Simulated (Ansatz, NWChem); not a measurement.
C2H6S2 (dimethyl disulfide): the vertical energy of the triplet above the singlet from total energies

C2H6S2 has 10 atoms, charge 0, and is taken as a singlet. SMILES: `CSSC`. The shape is that of a PBE0-D4/def2-TZVP optimisation. This is one conformer, not always the lowest.

Both states at this one shape; open shells run unrestricted unless said. 1 Eh = 27.2114 eV.

```
                             level  program  singlet C2H6S2 (Eh)  triplet C2H6S2 (Eh)
B3LYP/6-31G* (spherical functions)   Ansatz          -876.198510          -876.040260
                    M06-2X/cc-pVDZ   NWChem          -876.122613          -875.953606
                     wB97X/cc-pVDZ   Ansatz          -876.183625          -876.013103
```

Question: Work out the vertical gap, second state less first, at each level.

Answer: 
1. B3LYP/6-31G* (spherical functions): -876.040260 − (-876.198510) = 0.158250 Eh = 4.31 eV.
2. M06-2X/cc-pVDZ: -875.953606 − (-876.122613) = 0.169007 Eh = 4.60 eV.
3. wB97X/cc-pVDZ: -876.013103 − (-876.183625) = 0.170522 Eh = 4.64 eV.

No measured value is set beside it here; the levels span 4.31 to 4.64 eV.
